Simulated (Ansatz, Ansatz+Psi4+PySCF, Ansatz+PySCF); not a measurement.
```tsv
atom	x (Å)	y (Å)	z (Å)
C	0.0000	0.0000	-0.7742
B	0.0000	0.0000	0.7521
H	-0.0836	-0.9074	-1.3683
H	0.0836	0.9074	-1.3683
H	-0.0770	1.0703	1.3793
H	0.0770	-1.0703	1.3793
```

Basis set: cc-pVTZ (spherical functions). Left uncorrelated: 2 orbitals. Correlation on ROHF uses semicanonical orbitals with singles. Charge 0, multiplicity 2.

Computed with Ansatz (development build ahead of 0.2.0); each method stands on the lowest determinant of its kind that the runs found.

The atomization energy at this shape (free ground-state atoms in the same class of orbitals less the molecule, no zero-point energy) of doublet CH₄B:

| method | atomization energy |
| --- | --- |
| ROHF-CCSD(T) | 20.63 eV |
| ROHF-MP2 | 20.70 eV |
| UHF | 16.94 eV |

Problem. What does ROHF give?

Solution. 17.09 eV.
